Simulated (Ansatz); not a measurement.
Results of PBEsol in Ansatz (plane waves, PAW) for Cu₂ZnSiSe₄ (Pmn2₁, No. 31; cell taken from a computed entry).

Settings: plane-wave cutoff 520 eV, 6×6×6 k mesh, Fermi–Dirac smearing 0.01 eV, no spin polarisation, scalar-relativistic PAW data made under PBE.

Cell (relaxed with PBEsol):

```cif
data_Cu4Se8Si2Zn2
_chemical_formula_sum 'Zn2 Si2 Cu4 Se8'
_space_group_name_H-M_alt 'Pmn21'
_space_group_IT_number 31
_space_group_name_Hall 'P 2ac -2'
_cell_length_a 7.70529
_cell_length_b 6.71367
_cell_length_c 6.40791
_cell_angle_alpha 90.000
_cell_angle_beta 90.000
_cell_angle_gamma 90.000
loop_
_atom_site_label
_atom_site_type_symbol
_atom_site_symmetry_multiplicity
_atom_site_Wyckoff_symbol
_atom_site_fract_x
_atom_site_fract_y
_atom_site_fract_z
_atom_site_occupancy
Zn1 Zn 2 a 0.00000 0.65214 0.15482 1
Si1 Si 2 a 0.00000 0.33122 0.65484 1
Cu1 Cu 4 b 0.25227 0.17373 0.16487 1
Se1 Se 2 a 0.50000 0.34537 0.03791 1
Se2 Se 2 a 0.00000 0.31686 0.01555 1
Se3 Se 4 b 0.24126 0.16083 0.53411 1
```

What does this level give for the band gap?


- band gap = 0.48 eV (direct)

Spin–orbit coupling is not included.

Cost on a shared machine: very roughly 13 core-minutes.

Ansatz is an electronic-structure program.
